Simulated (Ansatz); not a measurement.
Mg₂H₂. Total charge 0; quintet. Geometry PBE-D4/def2-TZVP; atoms count from 1.

```csv
atom,x (Å),y (Å),z (Å)
Mg1,-0.556,-1.462,-0.678
Mg2,-1.101,0.924,0.761
H3,3.638,1.127,-0.212
H4,-1.982,-0.589,0.130
```

In the quintet geometry the species has come apart into loosely held pieces. At PBE0-D4/def2-TZVP a singlet of charge 0 lies 4.35 eV below the quintet, each at its own geometry. The structure comes from a short search, and lower isomers may exist.

Estimate the Mulliken populations from the PBE0/def2-TZVP orbitals of Ansatz.


```tsv
atom	charge (e)	spin (α − β)
Mg1	0.07	1.42
Mg2	0.07	1.43
H3	0.00	1.00
H4	-0.14	0.16
```
Mulliken values depend strongly on the basis.

Where does the spin sit?

Summed by element: Mg 2.84, H 1.16, of 4 unpaired in all. Largest on single atoms: Mg2 1.43, Mg1 1.42, H3 1.00.

And the Mayer bond orders between heavy atoms (over 0.3)?

Mg1–Mg2 0.94 (2.84 Å).
